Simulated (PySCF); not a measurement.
A species of formula C4H4S2 has this rotational fingerprint, computed with PySCF 2.14.0, PBE0-D3(BJ)/def2-TZVP geometry optimisation, gas phase:

```
Rotational constants : A = 7050, B = 1519, C = 1257 MHz
Dipole components    : |μa| = 0.71 D, |μb| = 0.83 D, |μc| = 0.66 D
Inertial defect      : -2.33 u·Å²
κ                    : -0.91
```

Question: Which candidate fits, each taken in the one conformer that was computed?
A. `[SH:1][c:2]1[cH:3][cH:4][cH:5][s:6]1` with H–S1–C2–C3 -104°
B. `[SH:1][c:2]1[cH:3][cH:4][s:5][cH:6]1` with H–S1–C2–C3 -58°

Answer: B. It is Sc1ccsc1, a near-prolate asymmetric top. The candidates at the same level (rigid rotor, commonest isotopes):

```csv
SMILES,A (MHz),B (MHz),C (MHz),μa (D),μb (D),μc (D),Δ (u·Å²),point group,rotor
Sc1ccsc1,7050,1519,1257,0.71,0.83,0.66,-2.33,–,near-prolate asymmetric top
Sc1cccs1,5393,1870,1401,1.22,0.45,0.82,-3.31,–,asymmetric top
```

`Sc1cccs1` has A 24 % too low. No structure here is proved a minimum.
